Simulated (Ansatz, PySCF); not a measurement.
HN₂, SMILES [NH+]#N, charge +1. Atoms are numbered in the order given.

```xyz
3

N      0.0000     0.0000     0.6484
N      0.0000     0.0000    -0.4376
H      0.0000     0.0000    -1.4754
```
Charge +1, spin multiplicity 1.

The structure is a stationary point at B3LYP-D3(BJ)/def2-TZVPD. The isomer is the one that the SMILES or the coordinates give; other isomers of the formula were not compared.

Vertical ionisation energy (IE) and electron affinity (EA) in eV. Rows of orbital energies are one-electron estimates. Where ΔSCF, EOM or ADC give a negative EA the extra electron is unbound and the value depends on the basis.

```tsv
level	IE	EA
−ε(HOMO), −ε(LUMO), r2SCAN/def2-TZVPD (PySCF)	20.84	11.23
−ε(HOMO), −ε(LUMO), PBE0/def2-TZVPD (PySCF)	22.33	10.10
−ε(HOMO), −ε(LUMO), PBE/def2-TZVPD (PySCF)	20.25	11.52
EOM-CCSD/aug-cc-pVDZ (PySCF)	25.60	6.12
ADC(3)/aug-cc-pVDZ (PySCF)	25.43	6.24
ΔSCF, PBE0/def2-TZVPD (Ansatz), final states of multiplicity 2 and 2	25.82	6.79
ΔSCF, PBE/def2-TZVPD (Ansatz), final states of multiplicity 2 and 2	25.77	6.69
```

**Question.** What vertical singlet–triplet gap does ΔSCF give with PBE0/def2-TZVPD (Ansatz, an electronic-structure program) and with PBE/def2-TZVPD (Ansatz)? (An estimate is asked for; the answer gives what the named calculation found.)

**Answer.** 7.81 and 7.95 eV (triplet above singlet where positive).

Computed lowest 1s main lines (those of the lightest heavy element) from CVS-ADC(2)-x/aug-cc-pVDZ (PySCF, non-relativistic), with pole strengths:
421.5 eV (1.55), 422.1 eV (1.50).

**Question.** Beyond the first one, list the lowest photoelectron lines from ADC(3)/aug-cc-pVDZ in PySCF with their pole strengths (two spins summed). (Estimate from the structure and the level; the computed values follow.)

**Answer.** 26.62 eV (1.85), 26.62 eV (1.85), 33.81 eV (1.24).
